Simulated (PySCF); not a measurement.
## CCl⁺: one state, many levels of theory

State: ¹Σ⁺ (singlet), closed shell. Set-up: PySCF, no relativity, basis sets C aug-cc-pVDZ, Cl aug-cc-pV(D+d)Z. De refers to C⁺ + Cl in their high-spin ground configurations, without counterpoise correction. A positive dipole points towards Cl; it is taken about the centre of mass and depends on that origin.

| Level | Re (Å) | ωe (cm⁻¹) | De (eV) | μ (D) | CPU s a point (SCF and correlation, without the integrals) |
| --- | --- | --- | --- | --- | --- |
| RHF | 1.528 | 1282 | 4.17 | -0.12 | 0.07 |
| RHF-MP2 | 1.547 | 1232 | 6.35 | n/a | 0.1 |
| RHF-SCS-MP2 | 1.547 | 1228 | 6.11 | n/a | n/a |
| RHF-CCSD | 1.553 | 1205 | 5.85 | n/a | n/a |
| RHF-CCSD(T) | 1.563 | 1161 | 6.16 | n/a | 0.72 |
| PBE | 1.564 | 1141 | 7.32 | 0.15 | 0.39 |
| TPSS | 1.562 | 1147 | 6.84 | 0.10 | 0.9 |
| r²SCAN | 1.554 | 1178 | 6.90 | 0.16 | 0.81 |
| PBE0 | 1.544 | 1212 | 6.76 | 0.15 | 0.83 |
| B97-3 | 1.547 | 1200 | 6.67 | 0.13 | 0.35 |
| B2PLYP | 1.553 | 1175 | 6.48 | -0.05 | 0.38 |

Task: Which functional lies closest to RHF-CCSD(T) in De, which farthest, and by how much do they differ from it?

Result: Closest is B2PLYP (-1.0 pm in Re, +1.2 % in ωe, +0.32 eV in De against RHF-CCSD(T) in the same basis), farthest PBE (+0.1 pm in Re, -1.7 % in ωe, +1.16 eV in De). CCSD(T) converges more slowly with the basis than the functionals do and binds too weakly in this one, so the order can change at the basis-set limit.

Task: What does the step from GGA to meta-GGA do here, going from PBE to r²SCAN?

Result: r²SCAN less PBE: -1.0 pm in Re, +3.2 % in ωe, -0.42 eV in De. 

Task: What does all correlation do here, going from RHF to RHF-CCSD(T)?

Result: RHF-CCSD(T) less RHF: +3.5 pm in Re, -9.4 % in ωe, +1.99 eV in De. Correlation nearly always deepens the well. The bond lengthens, as in strong covalent bonds, where excitations into antibonding orbitals dominate.

Correlated steps freeze 6 core orbitals. Correlated levels converge slowly with the basis: in double zeta they bind strong bonds too weakly, by up to about 1 eV, and carry superposition errors of some tenths. For an ion De counts to the pair picked by the measured ionisation energies or electron affinities, which need not be the lowest pair at this level. Where the molecule has an RHF reference, its open-shell atoms are computed with UHF. B2PLYP dipoles, levels and charges come from its SCF part alone. The CCSD T1 diagnostic is raised, a sign that a single reference may not be enough here.

The whole job (state search and all levels along the bond) took about 1.1 min on 1 thread of Intel Xeon Platinum 8375C @ 2.90GHz (shared host), peak memory 0.66 GiB.
